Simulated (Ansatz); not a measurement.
Species: C4H9, SMILES `C[C](C)C` (charge 0, multiplicity 2), formula C$_{4}$H$_{9}$.

Problem. How many basis functions does Ansatz (a quantum-chemistry and plane-wave program) with frozen-core CCSD(T)/cc-pVTZ // B3LYP-D3(BJ)/def2-TZVP use, how many core orbitals are frozen, and how many electrons are correlated?

Solution. 246 basis functions and 4 frozen orbitals, which leaves 25 correlated electrons. Core time is of the order of minutes.
